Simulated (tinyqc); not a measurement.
Worked calculation: Pariser-Parr-Pople SCF with singles CI, for the molecule C=CC=CC=C (SMILES; centres numbered as the heavy atoms are written). Computed by tinyqc, a small Python program that keeps every step. Settings: charge = 0, gamma = MN, start = core, damping = 0.3, iteration cap = 83, excitations kept = 4. Command: `OMP_NUM_THREADS=1 python tinyqc.py 28454 28455 out.jsonl` (the two numbers bound the seeds that draw the settings). One thread of a shared host (Intel(R) Xeon(R) Processor @ 2.60GHz), about 0.02 s of CPU time with the checks. Later iterations appear only in the table of the cycle.

## PPP integrals

Centres (angstrom, eV; a flat drawing with bonds scaled to 1.40 angstrom):
```
centre        x        y  core charge z        W  gamma_rr
1C      -3.0450  -0.1960              1  12.6100   11.2500
2C      -1.7990   0.4420              1  12.6100   11.2500
3C      -0.6230  -0.3190              1  12.6100   11.2500
4C       0.6230   0.3190              1  12.6100   11.2500
5C       1.7990  -0.4420              1  12.6100   11.2500
6C       3.0450   0.1960              1  12.6100   11.2500
```

Resonance integrals (eV):
```
i  j     beta
1  2  -2.3900
2  3  -2.3900
3  4  -2.3900
4  5  -2.3900
5  6  -2.3900
```

Mataga-Nishimoto: gamma = 14.399645/(R + a), a = 2 x 14.399645/(gamma_rr + gamma_ss); H_rr = -W_r - sum_(s != r) z_s gamma_rs; H_rs = beta for bonds.

repulsion gamma_rs (eV):
```
         1C       2C       3C       4C       5C       6C
1C  11.2500   5.3734   3.8864   2.8892   2.3490   1.9505
2C   5.3734  11.2500   5.3716   3.8864   2.8886   2.3490
3C   3.8864   5.3716  11.2500   5.3734   3.8864   2.8892
4C   2.8892   3.8864   5.3734  11.2500   5.3716   3.8864
5C   2.3490   2.8886   3.8864   5.3716  11.2500   5.3734
6C   1.9505   2.3490   2.8892   3.8864   5.3734  11.2500
```

core matrix H (eV):
```
          1C        2C        3C        4C        5C        6C
1C  -29.0585   -2.3900    0.0000    0.0000    0.0000    0.0000
2C   -2.3900  -32.4790   -2.3900    0.0000    0.0000    0.0000
3C    0.0000   -2.3900  -34.0170   -2.3900    0.0000    0.0000
4C    0.0000    0.0000   -2.3900  -34.0170   -2.3900    0.0000
5C    0.0000    0.0000    0.0000   -2.3900  -32.4790   -2.3900
6C    0.0000    0.0000    0.0000    0.0000   -2.3900  -29.0585
```

## Starting guess

pi electrons, sum of z_r less the charge = 6

Orbitals of the core matrix H.

P at the start:
```
         1C       2C       3C       4C       5C       6C
1C   0.3596   0.6673   0.0515  -0.2842   0.1823   0.1671
2C   0.6673   1.3662   0.4900  -0.3558   0.1439   0.1823
3C   0.0515   0.4900   1.2742   0.6890  -0.3558  -0.2842
4C  -0.2842  -0.3558   0.6890   1.2742   0.4900   0.0515
5C   0.1823   0.1439  -0.3558   0.4900   1.3662   0.6673
6C   0.1671   0.1823  -0.2842   0.0515   0.6673   0.3596
```

## Iteration 1: Fock matrix

F_rr = H_rr + P_rr gamma_rr / 2 + sum_(s != r) P_ss gamma_rs; F_rs = H_rs - P_rs gamma_rs / 2; E = tr P (H + F) / 2 + core repulsion sum_(r<s) z_r z_s gamma_rs.

F (eV):
```
         1C       2C       3C       4C       5C       6C
1C  -7.1506  -4.1829  -0.1000   0.4105  -0.2141  -0.1630
2C  -4.1829  -6.2741  -3.7060   0.6914  -0.2078  -0.2141
3C  -0.1000  -3.7060  -4.9181  -4.2412   0.6914   0.4105
4C   0.4105   0.6914  -4.2412  -4.9181  -3.7060  -0.1000
5C  -0.2141  -0.2078   0.6914  -3.7060  -6.2741  -4.1829
6C  -0.1630  -0.2141   0.4105  -0.1000  -4.1829  -7.1506
```

pi energy = -78.0382 eV

## Iteration 1: orbitals and new P

Diagonalise F (the basis is taken as orthonormal) and form P = 2 sum c c over the lowest orbitals; 0.3 of the old P is kept.

orbital energies (eV): -12.4950  -11.6169  -8.8078  -4.1872  -1.6519  2.0732

P after iteration 1:
```
         1C       2C       3C       4C       5C       6C
1C   0.8476   0.8207   0.0219  -0.3580   0.0467   0.2202
2C   0.8207   1.0740   0.4673  -0.0945   0.0138   0.0467
3C   0.0219   0.4673   1.0784   0.7660  -0.0945  -0.3580
4C  -0.3580  -0.0945   0.7660   1.0784   0.4673   0.0219
5C   0.0467   0.0138  -0.0945   0.4673   1.0740   0.8207
6C   0.2202   0.0467  -0.3580   0.0219   0.8207   0.8476
```

## Iteration 2: Fock matrix

As before.

F (eV):
```
         1C       2C       3C       4C       5C       6C
1C  -7.0369  -4.5950  -0.0426   0.5171  -0.0548  -0.2147
2C  -4.5950  -6.8060  -3.6451   0.1836  -0.0200  -0.0548
3C  -0.0426  -3.6451  -6.4701  -4.4480   0.1836   0.5171
4C   0.5171   0.1836  -4.4480  -6.4701  -3.6451  -0.0426
5C  -0.0548  -0.0200   0.1836  -3.6451  -6.8060  -4.5950
6C  -0.2147  -0.0548   0.5171  -0.0426  -4.5950  -7.0369
```

pi energy = -81.5268 eV

## Iteration 2: orbitals and new P

As before.

orbital energies (eV): -13.7079  -12.3269  -9.7929  -3.9368  -1.4949  0.6334

P after iteration 2:
```
         1C       2C       3C       4C       5C       6C
1C   0.9632   0.8752   0.0098  -0.3679   0.0130   0.2286
2C   0.8752   1.0122   0.4451  -0.0275  -0.0321   0.0130
3C   0.0098   0.4451   1.0245   0.8035  -0.0275  -0.3679
4C  -0.3679  -0.0275   0.8035   1.0245   0.4451   0.0098
5C   0.0130  -0.0321  -0.0275   0.4451   1.0122   0.8752
6C   0.2286   0.0130  -0.3679   0.0098   0.8752   0.9632
```

## Iteration 3: Fock matrix

As before.

F (eV):
```
         1C       2C       3C       4C       5C       6C
1C  -7.0028  -4.7414  -0.0191   0.5315  -0.0153  -0.2230
2C  -4.7414  -6.9376  -3.5855   0.0534   0.0464  -0.0153
3C  -0.0191  -3.5855  -6.8510  -4.5488   0.0534   0.5315
4C   0.5315   0.0534  -4.5488  -6.8510  -3.5855  -0.0191
5C  -0.0153   0.0464   0.0534  -3.5855  -6.9376  -4.7414
6C  -0.2230  -0.0153   0.5315  -0.0191  -4.7414  -7.0028
```

pi energy = -82.6052 eV

## Iteration 3: orbitals and new P

As before.

orbital energies (eV): -14.0557  -12.5214  -10.0400  -3.8625  -1.4211  0.3177

P after iteration 3:
```
         1C       2C       3C       4C       5C       6C
1C   0.9912   0.8960   0.0044  -0.3639   0.0039   0.2250
2C   0.8960   1.0005   0.4289  -0.0087  -0.0478   0.0039
3C   0.0044   0.4289   1.0082   0.8228  -0.0087  -0.3639
4C  -0.3639  -0.0087   0.8228   1.0082   0.4289   0.0044
5C   0.0039  -0.0478  -0.0087   0.4289   1.0005   0.8960
6C   0.2250   0.0039  -0.3639   0.0044   0.8960   0.9912
```

## Convergence

Stop when output and input P, before any damping, agree to 1e-7.

Course of the cycle:
```
iteration      E (eV)  largest |P(out) - P(in)|
1          -78.038173                  6.97e-01
2          -81.526832                  1.65e-01
3          -82.605176                  4.00e-02
4          -82.941264                  1.53e-02
5          -83.046129                  9.76e-03
6          -83.078982                  6.11e-03
7          -83.089346                  3.80e-03
8          -83.092644                  2.35e-03
9          -83.093705                  1.45e-03
10         -83.094050                  8.95e-04
11         -83.094164                  5.52e-04
...               ...                       ...
19         -83.094222                  1.16e-05
20         -83.094222                  7.14e-06
21         -83.094222                  4.41e-06
22         -83.094222                  2.72e-06
23         -83.094222                  1.68e-06
24         -83.094222                  1.04e-06
25         -83.094222                  6.40e-07
26         -83.094222                  3.95e-07
27         -83.094222                  2.43e-07
28         -83.094222                  1.50e-07
29         -83.094222                  9.27e-08
```

Converged in 29 iterations.

## Converged orbitals

Charges are z - P_rr.

orbital energies (eV): -14.1760  -12.5876  -10.1880  -3.7820  -1.3824  0.2060

coefficients:
```
       MO1      MO2      MO3      MO4      MO5      MO6
1C  0.2491   0.4456   0.4893   0.4893  -0.4456   0.2491
2C  0.4127   0.5132   0.2574  -0.2574   0.5132  -0.4127
3C  0.5173   0.1949  -0.4409  -0.4409  -0.1949   0.5173
4C  0.5173  -0.1949  -0.4409   0.4409  -0.1949  -0.5173
5C  0.4127  -0.5132   0.2574   0.2574   0.5132   0.4127
6C  0.2491  -0.4456   0.4893  -0.4893  -0.4456  -0.2491
```

pi charges: 1C 0.0000, 2C 0.0000, 3C 0.0000, 4C 0.0000, 5C 0.0000, 6C 0.0000

## Singles CI, singlets

Over the 4 single excitations with the smallest orbital gaps: A = (e_a - e_i) delta + 2 (ia|jb) - (ij|ab), with (pq|rs) = sum c_mp c_mq gamma_mn c_nr c_ns. f = 2/3 w |mu|^2 in atomic units, mu = sqrt2 sum c_ia sum_m c_mi c_ma R_m.

singlet CI matrix (eV):
```
        3>4      3>5      2>4     1>4
3>4  4.2862   0.0000   0.0000  0.0206
3>5  0.0000   6.0272  -0.5648  0.0000
2>4  0.0000  -0.5648   6.0272  0.0000
1>4  0.0206   0.0000   0.0000  7.1928
```

singlet excitation energies (eV): 4.2861  5.4624  6.5920  7.1929

oscillator strengths: 1.6584  0.0000  0.0000  0.0094

## Singles CI, triplets

Over the 4 single excitations with the smallest orbital gaps: A = (e_a - e_i) delta - (ij|ab), with (pq|rs) = sum c_mp c_mq gamma_mn c_nr c_ns.

triplet CI matrix (eV):
```
        3>4     3>5     2>4     1>4
3>4  1.2851  0.0000  0.0000  0.3039
3>5  0.0000  3.9935  1.4689  0.0000
2>4  0.0000  1.4689  3.9935  0.0000
1>4  0.3039  0.0000  0.0000  5.2872
```

triplet excitation energies (eV): 1.2622  2.5246  5.3101  5.4624
